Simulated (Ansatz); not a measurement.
One change: `C/C(Cl)=C/CF` becomes `C/C(Cl)=C/CO`.

Ansatz, PBE0-D4/def2-TZVP geometries, multiplicity 1. Each molecule was computed in one conformer, which needn't be the lowest.

| property | `C/C(Cl)=C/CF` |
| --- | --- |
| LUMO energy (PBE/def2-TZVPP) / eV | -1.29 |
| HOMO energy (PBE/def2-TZVPP) / eV | -6.24 |
| HOMO energy (B3LYP/def2-TZVPP) / eV | -7.20 |
| LUMO energy (PBE0/def2-TZVPP) / eV | -0.29 |
| LUMO energy (ωB97M-V/def2-TZVPP) / eV | 1.83 |
| HOMO–LUMO gap (ωB97M-V/def2-TZVPP) / eV | 11.42 |

Problem. What does the change do to each property? (An estimate is asked.)

Solution. The calculation gave: 
| property | `C/C(Cl)=C/CO` | shift |
| --- | --- | --- |
| LUMO energy (PBE/def2-TZVPP) / eV | -1.16 | 0.13 |
| HOMO energy (PBE/def2-TZVPP) / eV | -5.98 | 0.26 |
| HOMO energy (B3LYP/def2-TZVPP) / eV | -7.01 | 0.19 |
| LUMO energy (PBE0/def2-TZVPP) / eV | -0.19 | 0.10 |
| LUMO energy (ωB97M-V/def2-TZVPP) / eV | 1.85 | 0.02 |
| HOMO–LUMO gap (ωB97M-V/def2-TZVPP) / eV | 11.27 | -0.15 |

With PBE0 the HOMO rises by 0.18 eV and the LUMO rises by 0.10 eV, so the gap narrows by about 0.08 eV. PBE moves the HOMO by 0.26 eV and ωB97M-V by 0.18 eV.

B3LYP here is the variant with VWN-RPA as its local correlation; programs differ in this.
